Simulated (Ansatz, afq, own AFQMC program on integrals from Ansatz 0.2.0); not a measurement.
BH₄, doublet: AFQMC among the cluster methods

```xyz
5

B    -0.0118    0.0227    0.0225
H     0.4029    0.8352    0.8331
H    -0.4361   -0.7850    0.8330
H    -0.4246    0.8314   -0.7930
H     0.5843   -1.1251   -1.1144
```

Basis 6-31G. Noble-gas cores (and the filled d shells of Ga–Kr and In–Xe) are frozen. AFQMC by an in-house program on the Cholesky factors that Ansatz 0.2.0 writes for its CCSD(T) run. The CISD trial takes its coefficients from CCSD amplitudes. Released means that phaseless walkers are propagated on without the constraint, phases kept. Uncertainties: one standard error, sampling alone.

Determinant: UHF, the one that the program's search chose, which needn't be the lowest solution. The geometry is a point of a scan.

Full CI on the same integrals is exact in this basis and with this determinant's frozen core.

* T1 diagnostic: 0.0399
* weight of the determinant in the CISD state: 0.911
* ⟨S²⟩ of the determinant: 0.791
* size of the correlated space: 7 electrons in 16 orbitals

| level | correlation energy (eV) |
| --- | --- |
| MP2 | -1.7053 |
| CCSD | -2.3837 |
| CCSD(T) | -2.4315 |

**Question.** Estimate where AFQMC with the constraint released lies against CCSD(T) on the same integrals.

**Answer.** 2.4 ± 0.1 kJ/mol below CCSD(T).

Reference: full CI, correlation energy -2.458 eV. The released energy is read at 2.40 1/Eh (meV from the phaseless value at times in 1/Eh: -1.8 ± 1.3 at 0.24, -3.2 ± 1.1 at 0.51, -3.5 ± 0.8 at 0.99, -5.0 ± 1.0 at 1.62, -4.5 ± 1.1 at 2.40).

```json
{"level": "CCSD(T)", "E − E(reference) (kJ/mol)": "2.6", "share of correlation (%)": "98.91"}
{"level": "CCSDT", "E − E(reference) (kJ/mol)": "0.2", "share of correlation (%)": "99.93"}
{"level": "CCSDT(Q)", "E − E(reference) (kJ/mol)": "0.1", "share of correlation (%)": "99.98"}
{"level": "CCSDTQ", "E − E(reference) (kJ/mol)": "0.0", "share of correlation (%)": "100.00"}
{"level": "ph-AFQMC/HF", "E − E(reference) (kJ/mol)": "-0.2 ± 1.1", "share of correlation (%)": "100.07"}
{"level": "ph-AFQMC/CISD", "E − E(reference) (kJ/mol)": "0.7 ± 0.1", "share of correlation (%)": "99.72"}
{"level": "released AFQMC", "E − E(reference) (kJ/mol)": "0.2 ± 0.1", "share of correlation (%)": "99.90"}
```

CCSDT and higher add their correlation energy to the determinant of the CCSD(T) run, since their own runs factorise the integrals more tightly (a shift of under 2 meV). A walk keeps the symmetry of its determinant, which the program's search chose and which needn't be the lowest solution, so a lower state of the same spin and another symmetry isn't excluded. Released energies are given only where the last usable release times agree within the noise; a slower fall can still hide under it.
